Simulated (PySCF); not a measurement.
## AlH⁻, doublet: reading a ladder of total energies

Geometry: a PBE0/def2-TZVPD stationary point for this spin.

```xyz
2

Al    0.0000    0.0000    0.0000
H     0.0000    0.0000    1.7061
```

Basis aug-cc-pVDZ; PySCF 2.14.0. Only valence electrons are correlated (noble-gas cores frozen), which leaves 5 electrons in 31 orbitals. R marks a restricted (for open shells ROHF) determinant, U an unrestricted one.

Full CI is exact within this basis and frozen core; it isn't the basis-set limit. The frozen core follows each run's orbitals, which can shift R against U totals by a few meV.

UCCSD has a T1 diagnostic of 0.024 and a largest doubles amplitude of 0.08.

The cluster runs stand on a determinant 0.01 eV above the lowest UHF solution, chosen by a search with trial CCSD; the correlation energy below is counted from it.

Restricted and unrestricted runs freeze slightly different cores, so the step to full CI, which has another core, is uncertain by up to 0.1 kcal/mol.

```tsv
level	total energy (hartree)
UHF determinant under the cluster runs	-242.448305
UMP2	-242.510502
UCCSD	-242.533663
UCCSD(T)	-242.536018
UCCSDT	-242.536846
full CI	-242.536949
```

Question: What is the correlation energy at full CI, and what share of it do UMP2 and UCCSD(T) recover?

Answer: E(corr) = -242.536949 − (-242.448305) = -0.088644 hartree = -2.412 eV. UMP2: -0.062197 / -0.088644 = 70.16 %. UCCSD(T): -0.087713 / -0.088644 = 98.95 %.

Question: By how many kcal/mol does UCCSD(T) miss full CI (1 hartree = 627.509 kcal/mol), and which steps make up the rest?

Answer: -242.536018 − (-242.536949) = 0.000931 hartree = 0.58 kcal/mol. Steps: UCCSDT − UCCSD(T) = -0.52, full CI − UCCSDT = -0.06 kcal/mol. That is within 1 kcal/mol of the reference in this basis, which itself misses far more of the correlation at the basis-set limit.
